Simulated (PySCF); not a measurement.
One molecule, a ladder of functionals, a line

Molecule: 1,4-Dioxane (C1COCCO1, C4H8O2).

Mapped SMILES: `[CH2:1]1[CH2:2][O:3][CH2:4][CH2:5][O:6]1` (H(Xn): hydrogen on atom n).

GIAO shieldings (ppm, equivalent atoms averaged) in PySCF on the PBE0-D3(BJ)/def2-SVP geometry, basis pcSseg-1, gas phase, non-relativistic:

```tsv
functional	exact exchange (%)	σ(C1/C2/C4/C5)	σ(O3/O6)
BLYP	0	102.2	270.1
BP86	0	108.3	279.9
PBE	0	108.6	277.4
PBE0	25	115.8	295.8
mPW1PW91	25	115.1	295.6
BHandHLYP	50	116.8	304.6
HF	100	129.2	328.1
```

Q: Fit each shielding as a line in the percentage of exact exchange.

A: σ(C1/C2/C4/C5) = 107.4 + 0.22 x (rms 2.5 ppm); σ(O3/O6) = 278.1 + 0.52 x (rms 4.0 ppm). The functionals also differ in their semilocal parts, which the line can't hold; Hartree–Fock has no correlation at all.

Q: What does the line predict for B3LYP (20 %), and what does the run give?

A: σ(C1/C2/C4/C5): 111.8 predicted, 108.6 computed; σ(O3/O6): 288.5 predicted, 286.3 computed ppm.
